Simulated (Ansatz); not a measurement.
Basis-set extrapolation for H2O2Si (`O[Si]O`) (PBE0-D4/def2-TZVP geometry, frozen core, Ansatz 0.2.0). Multiplicity 1, RHF reference.

```tsv
	def2-TZVPP	def2-QZVPP
HF	-439.975114	-439.991823
MP2 correlation	-0.583993	-0.632045
CCSD(T) correlation	-0.619492	-0.664460
```

Energies in hartree. Use E(X) = E(∞) + A·exp(−7.88·√X) for Hartree–Fock and E(X) = E(∞) + B·X^(−2.97) for correlation, with X = 3 and 4.

Question: What is the CCSD(T) energy at the basis-set limit?

Answer: HF limit: -439.991823 + (-0.016709) × 0.13774 = -439.99412. Correlation limit: -0.664460 + (-0.044968) × 0.74074 = -0.69777. Total: -440.69189 hartree, 61.0 kcal/mol below CCSD(T)/def2-TZVPP.
